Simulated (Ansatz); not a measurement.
C4H6O can be A, `C#CCOC`, or B, `CC1=C(O)C1`.

Isolated molecules relaxed with PBE0-D4/def2-TZVP in Ansatz; ΔE leaves out vibrations. CBS: MP2 limit from def2 TZ/QZ plus the TZ coupled-cluster correction, frozen cores. Functionals use def2-TZVPP. B3LYP here is the variant with VWN-RPA as its local correlation; programs differ in this. One conformer a species, not always the lowest.

(1) Which isomer does CCSD(T)/CBS put lower? Give the gap. (Best estimate.)

(2) Give E(B) − E(A) in kcal/mol with HF/def2-TZVPP, r2SCAN-D4, CCSD(T)/def2-TZVPP, B3LYP, ωB97M-V, PBE-D4, B2PLYP. (An estimate is asked.)

Largest T1 diagnostic: 0.011.

Results:

(1) Ansatz gave: A, by 1.0 kcal/mol.

(2) Computed: HF/def2-TZVPP 6.4, r2SCAN-D4 -4.7, CCSD(T)/def2-TZVPP 1.2, B3LYP 0.1, ωB97M-V -1.5, PBE-D4 -7.5, B2PLYP 1.0. The order is the other way round with r2SCAN-D4, ωB97M-V, PBE-D4.

In def2-TZVPP, CCSD(T) changes the Hartree–Fock value by −5.3 kcal/mol (the triples alone add −0.6 kcal/mol) and MP2 by −7.2 kcal/mol.
